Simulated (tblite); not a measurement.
A tight-binding relaxation on `CN1C[CH]CC1` [radical].

Computed with GFN2-xTB geometry optimisation, gas phase (tblite 0.8.0). Start geometry: from a force field or distance geometry. The input is one job of a driver script: a line of settings, then coordinates in Å.

Command:
```bash
OMP_NUM_THREADS=1 python probes_run.py task.json out
```

Input:
```
{"job": {"kind": "relax", "xc": "GFN2-xTB", "basis": "xTB"}, "charge": 0, "multiplicity": 2}
C      1.902100     0.550200    -0.282200
N      0.489900     0.248300    -0.540900
C     -0.407200     1.147500     0.177800
C     -1.659500     0.354900     0.300700
C     -1.397100    -1.073500    -0.048700
C      0.122800    -1.109500    -0.096300
H      2.154900     0.489000     0.777300
H      2.134800     1.569600    -0.624700
H      2.546000    -0.137200    -0.835700
H     -0.058400     1.421200     1.177200
H     -0.593300     2.057300    -0.411400
H     -2.620900     0.741300     0.604800
H     -1.805200    -1.764900     0.694900
H     -1.824200    -1.290900    -1.040600
H      0.489500    -1.865800    -0.783900
H      0.518300    -1.328700     0.920200
```

Output:
```
step      E/eV     max force
  0    -507.44473    1.155
  1    -507.48633    0.377
  2    -507.49681    0.220
  3    -507.50258    0.180
  4    -507.50878    0.207
  5    -507.51247    0.130
  6    -507.51491    0.155
  7    -507.51622    0.108
  8    -507.51685    0.071
  9    -507.51722    0.067
... (14 lines left out)
 24    -507.51938    0.010
 25    -507.51940    0.010
 26    -507.51942    0.011
 27    -507.51944    0.015
 28    -507.51948    0.018
 29    -507.51952    0.019
 30    -507.51955    0.018
 31    -507.51959    0.016
 32    -507.51961    0.012
 33    -507.51963    0.009
```

«max force» is the largest atomic force in eV/Å.

**Question.** From which step on does the largest force stay under 0.1 eV/Å, and how much energy is left to gain from there?

**Answer.** From step 8 (0.071 eV/Å), 2.8 meV above the end.

Summary of the converged run: energy lowered by 1.7 kcal/mol over 33 steps; largest atomic force 0.009 eV/Å at the end.

The run took 0.12 s wall on one thread of an Arm Neoverse V2, no GPU, shared host with 96 logical CPUs at a one-minute load of 34.
Labels such as C1 count atoms from 1, the log's own numbers from 0.
